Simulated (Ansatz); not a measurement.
Process, species as SMILES: C=C=O → 2 C atom + 2 H atom + O atom
B3LYP-D3(BJ)/def2-TZVP geometries, fixed; electronic energies without zero-point terms.

Energies in hartree at PBE with Ansatz (a first-principles code); the atomisation energy is their sum with the coefficients shown, times 627.509 kcal/mol a hartree. All functions are spherical. The program fits the integrals of some runs and decomposes those of others, by size. Open shells are unrestricted. No added dispersion term, no relativity.

| species | coefficient | part | cc-pVDZ | cc-pVTZ | cc-pVQZ |
|---|---|---|---|---|---|
| C=C=O | -1 | PBE | -152.43479 | -152.48397 | -152.49686 |
| C atom | +2 | PBE | -37.78854 | -37.79492 | -37.79717 |
| H atom | +2 | PBE | -0.49863 | -0.49962 | -0.49985 |
| O atom | +1 | PBE | -74.98142 | -75.00491 | -75.01166 |

Q: Predict the atomisation energy in cc-pV5Z (X = 5): let each PBE step shrink by the ratio of the last two. Compare with the run.

A: 
- C=C=O: steps -0.04918 and -0.01289, ratio 0.262, so PBE -152.50024 (run: -152.50109).
- C atom: steps -0.00638 and -0.00225, ratio 0.353, so PBE -37.79796 (run: -37.79840).
- H atom: steps -0.00099 and -0.00023, ratio 0.232, so PBE -0.49990 (run: -0.49997).
- O atom: steps -0.02349 and -0.00675, ratio 0.287, so PBE -75.01360 (run: -75.01437).
Predicted 559.06 kcal/mol; the run in cc-pV5Z gives 558.47, a miss of 0.59. Keeping the value in cc-pVQZ, 559.21, would miss by 0.74. All sums are of the energies as printed.
